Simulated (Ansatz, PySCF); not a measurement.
This PySCF input computes a SVWN5/def2-TZVPD energy:

```python
from pyscf import gto, scf, dft

mol = gto.M(
    atom='''
    Cl   -0.00000000   -0.00000000   -1.00677069
    Cl    0.00000000    0.00000000    1.00677069
    ''',
    basis='def2-tzvpd',
    charge=0,
    spin=0,
    verbose=4,
)

mf = dft.RKS(mol, xc='svwn').density_fit(auxbasis='def2-universal-jkfit')
mf.grids.level = 3
mf.conv_tol = 1e-9
mf.max_cycle = 100
mf.max_memory = 1500
mf.kernel()
if not mf.converged:
    mf = mf.newton()
    mf.kernel(mf.make_rdm1())
mf.analyze()
```

Problem. Write an input for the same energy in Ansatz (an electronic-structure program) and say what it gives.

Solution. 
Ansatz 0.2 input:
```yaml
crystal:
  periodic: [false, false, false]
  atoms:
    - {symbol: Cl, position_ang: [-0.00000000, -0.00000000, -1.00677069]}
    - {symbol: Cl, position_ang: [0.00000000, 0.00000000, 1.00677069]}
basis:
  gaussian:
    orbitals: def2-TZVPD
hamiltonian:
  xc: {name: SVWN5}
output: {forces: true}
```
It gives -917.43341 Eh, and PySCF -917.43344 Eh, a difference of 0.03 mEh, from the treatment of integrals and grids.
